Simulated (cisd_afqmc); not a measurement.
Input (AFQMC/CISD/aug-cc-pVDZ; cisd_afqmc is a phaseless AFQMC code with CISD trial states that reads the integrals written by Ansatz):

Ansatz 0.2 input:
```python
import cisd_afqmc

open("ham.yaml", "w").write("""\
crystal:
  periodic: [false, false, false]
  atoms:
    - {symbol: H, position_ang: [0.00000000, 0.00000000, 1.13721700]}
    - {symbol: F, position_ang: [0.00000000, 0.00000000, 0.00000000]}
    - {symbol: H, position_ang: [-0.00000000, -0.00000000, -1.13721700]}
basis:
  gaussian:
    orbitals: aug-cc-pVDZ
magnetization: {spin_polarized: true, initial_magnetization: 1}
correlation: {method: ccsd, electrons: outside_noble_gas, hamiltonian_folder: ham}
""")
rep = cisd_afqmc.ansatz("ham.yaml")
e_ccsd = rep["correlation"]["coupled_cluster"]["energy"]["hartree"]
out = cisd_afqmc.run("ham", e_ccsd, trial="CISD", walkers=2000, populations=1, threads=12, dt=0.005, steps=40, early=24, settle=10, least=100,
    cut=5e-5, rank_cut=2e-4, target=0.0004, seconds=1000, seed=4, memory=62639, gpu=True)
```

Output:

```
orbitals 40, occupied [5, 4], factors 188 of 379, rank of the doubles 163 of 319
E(HF) = -100.439738
E(CCSD) on the cut factors = -100.687798, shift to the whole factors -0.000006
Energy of the trial state on the determinant = -100.687821
  tau behind 7.2 of longer steps, mean of the populations' last blocks
   2.0  -100.69491
   4.0  -100.69472
   6.0  -100.69478
   8.0  -100.69417
  10.0  -100.69474
  12.0  -100.69403
  14.0  -100.69382
  16.0  -100.69476
  18.0  -100.69399
  20.0  -100.69478
  22.0  -100.69450
blocks 100 (0 outliers left out), error by blocks joined: 1: 0.00009, 2: 0.00011, 4: 0.00012, 8: 0.00017
E(AFQMC/CISD) = -100.69443 +/- 0.00017
```

The determinant is spin-contaminated: <S^2> is 0.79, 0.04 over the pure value.

The error still grows at the longest joins of blocks, or few joins were possible, so the printed bar may be too narrow.
